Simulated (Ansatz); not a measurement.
**Si₂N+ (quintet): the correlation ladder, def2-TZVPP**

An exercise on one series of results from a longer session: the logs are not shown, and one member is left open.

Computed with Ansatz 0.2.0, Gaussian basis. Level: def2-TZVPP, core rule «outside noble gas», up to 11 orbitals frozen.

Plan: UHF; ROHF; CCSD(T) on UHF.

### What is computed

The geometry is a PBE0/def2-TZVP stationary point (not a proven minimum) of the parent state, kept for this charge and spin.

3 atoms, charge 1, spin multiplicity 5.

Atoms are counted from 1 here; the program's logs count them from 0.

Bond lengths: N1–Si2 1.661 Å, Si2–Si3 2.244 Å. Angles: N1–Si2–Si3 180.0°.

The first run:

in.yaml reads:

```yaml
crystal:
  periodic: [false, false, false]
  atoms:
    - {symbol: N, position_ang: [0.000000, 0.000000, -1.854900]}
    - {symbol: Si, position_ang: [0.000000, 0.000000, -0.194400]}
    - {symbol: Si, position_ang: [0.000000, 0.000000, 2.049300]}
basis:
  gaussian: {orbitals: def2-TZVPP}
total_charge: 1
magnetization: {spin_polarized: true, initial_magnetization: 4}
hamiltonian: {xc: hf}
output: {orbitals: {seedname: orbitals}}
```

The run is started by

```sh
$ ansatz run in.yaml --threads 1 --pin off --events-out ev --progress --plain --max-ram 2816MiB --backend cpu
```

Among the steps run: UHF; ROHF; CCSD(T) on UHF.

One of the session's tables, all rows but one given; the rest of the session is left out.

It belongs to the step «Misses and costs». 

| method | from UCCSD(T) (meV) |
| --- | --- |
| ROHF | +9020.3 |
| UHF | +8680.2 |
| UMP2 | +1593.0 |
| UCCSD | ? |
| UCCSD(T) | 0 |

Q: Estimate the row for UCCSD from the others.

The run gave: from UCCSD(T) (meV): +417.2. In the column «from UCCSD(T) (meV)» it lies between UCCSD(T) (0) and UMP2 (+1593.0).
